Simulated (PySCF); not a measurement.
Redox energetics: 2H-azirine

Parent: 2H-azirine, `C1=NC1` (C2H3N). Atom numbers as in the mapped SMILES `[CH:1]1=[N:2][CH2:3]1`. These are map numbers, not IUPAC locants.

Level of theory: ωB97X-D3(BJ)/ma-def2-TZVP single points in PySCF, grid level 2; every species was optimised with PBE0-D3(BJ)/ma-def2-SVP. The prefix ma- adds one diffuse s and one diffuse p function on all atoms but H. Thermal corrections: PBE0-D3(BJ)/ma-def2-SVP frequencies, unscaled, ideal gas at 298.15 K and 1 bar, quasi-RRHO entropy.

Frontier levels of the parent: HOMO -10.50 eV, LUMO 1.23 eV.

Oxidation to the radical cation:
- Vertical ionisation energy (electronic): 10.69 eV
- Adiabatic ionisation energy (with zero-point energy): 10.02 eV
- Adiabatic, electronic part: 10.08 eV
- Vertical gap at the product's structure: 9.08 eV
- Inner reorganisation energy (four-point): 1611 meV
- Relaxation of product / of parent: 605 / 1006 meV
- ⟨S²⟩ of the product: 0.755
- Largest spin populations: C3 0.46, N2 0.39, C1 0.18
- Largest changes of atomic charge: N2 0.29, C3 0.20, C1 0.19, H (on C1) 0.12
- Distances that move most (Å): C1–C3 1.447 → 1.677; N2–C3 1.518 → 1.444; C1–N2 1.250 → 1.209; C1–H 1.093 → 1.099
- Potential in DMF: 7.27 V absolute, 2.73 V against Fc+/Fc computed at 4.54 V (solvation -18 → -281 kJ/mol)

Vertical electron affinity to the radical anion: -1.08 eV. The extra electron is not bound at this structure, the number hangs on the basis, and the ion was not relaxed.

Solvents are IEF-PCM continua (electrostatics only, gas-phase structures); absolute potentials refer to an electron at rest in vacuum. Fc+/Fc in DMF, 4.54 V, is ωB97X-D3(BJ)/ma-def2-TZVP on PBE0-D3(BJ)/def2-SVP structures with GFN2-xTB thermal terms. Benchmark calculations put it near 5.0 V in acetonitrile and DMSO, so it is about 0.5 V low, and the value against it can read up to that much too high.

Measured values (NIST Chemistry WebBook, evaluated or the median of agreeing entries): vertical ionisation energy 10.58 eV (computed 10.69, difference 0.11); adiabatic ionisation energy 10.10 eV (computed 10.02, difference -0.08).
